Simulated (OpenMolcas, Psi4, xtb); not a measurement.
CH6BN (SMILES CBN): the vertical energy of the triplet above the singlet, rung by rung

CH6BN has 9 atoms, charge 0, and is taken as a singlet. As SMILES, `CBN`. The shape is that of a PBE0-D4/def2-TZVP optimisation.

Each level gives the vertical energy of the triplet above the singlet (eV). The values are calculated.

| level | kind | program | value (eV) | less CCSD(T)/cc-pVDZ | CPU time (all runs) |
| --- | --- | --- | --- | --- | --- |
| GFN0-xTB | semi-empirical | xtb | 6.40 | -1.36 | under 2 s |
| HF/cc-pVDZ | Hartree–Fock | OpenMolcas | 5.99 | -1.77 | 12 s |
| SVWN5/cc-pVDZ | LDA | OpenMolcas | 6.50 | -1.26 | 2.1 min |
| BLYP/cc-pVDZ | GGA | OpenMolcas | 6.47 | -1.29 | 2.1 min |
| M06-L/cc-pVDZ | meta-GGA | OpenMolcas | 6.72 | -1.04 | 2.9 min |
| BHLYP/cc-pVDZ | global hybrid | OpenMolcas | 6.63 | -1.13 | 92 s |
| CAM-B3LYP/cc-pVDZ | range-separated hybrid | Psi4 | 7.43 | -0.33 | 2.4 min |
| MP2/cc-pVDZ | perturbation theory | Psi4 | 7.83 | +0.07 | 26 s |
| CCSD(T)/cc-pVDZ | coupled cluster or CI | Psi4 | 7.76 | 0.00 | 3.3 min |

CCSD(T)/cc-pVDZ is the highest level here, not the true value. The values span 5.99 to 7.83 eV. GFN0-xTB: no spin polarisation, so open shells miss the exchange term that lowers them. A triplet this far above the singlet is often a Rydberg-like or dissociative state; sets without diffuse functions put Rydberg states too high. The upper state's dipole differs much between rows, so they may not all be the same state. CPU times are rough (shared hosts, several kinds of processor and program).
